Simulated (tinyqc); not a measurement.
Worked calculation: CCSD on RHF in the sto-6g basis, frozen core, for H2O, spin multiplicity 1. One step of it, computed by the program tinyqc.

Problem. Orthogonalisation. S = U s U^T; symmetric (Loewdin) form X = U s^(-1/2) U^T, so that X^T S X = 1.

overlap S:
```
,1O 1s,1O 2s,1O 2px,1O 2py,1O 2pz,2H 1s,3H 1s
1O 1s,1.000000,0.231145,0.000000,0.000000,0.000000,0.064504,0.064504
1O 2s,0.231145,1.000000,0.000000,0.000000,0.000000,0.521146,0.521146
1O 2px,0.000000,0.000000,1.000000,0.000000,0.000000,0.000000,0.000000
1O 2py,0.000000,0.000000,0.000000,1.000000,0.000000,0.347204,-0.347204
1O 2pz,0.000000,0.000000,0.000000,0.000000,1.000000,0.226660,0.226660
2H 1s,0.064504,0.521146,0.000000,0.347204,0.226660,1.000000,0.259808
3H 1s,0.064504,0.521146,0.000000,-0.347204,0.226660,0.259808,1.000000
```

Give: eigenvalues of S; X.

Solution.

eigenvalues of S: 0.3000  0.3622  0.8957  1.0000  1.0761  1.3780  1.9880

X:
```
,1O 1s,1O 2s,1O 2px,1O 2py,1O 2pz,2H 1s,3H 1s
1O 1s,1.0231,-0.1423,0.0000,0.0000,-0.0097,0.0213,0.0213
1O 2s,-0.1423,1.3124,0.0000,0.0000,0.1247,-0.3465,-0.3465
1O 2px,0.0000,0.0000,1.0000,0.0000,0.0000,0.0000,0.0000
1O 2py,0.0000,0.0000,0.0000,1.1532,0.0000,-0.2768,0.2768
1O 2pz,-0.0097,0.1247,0.0000,0.0000,1.0533,-0.1486,-0.1486
2H 1s,0.0213,-0.3465,0.0000,-0.2768,-0.1486,1.2636,-0.0967
3H 1s,0.0213,-0.3465,0.0000,0.2768,-0.1486,-0.0967,1.2636
```
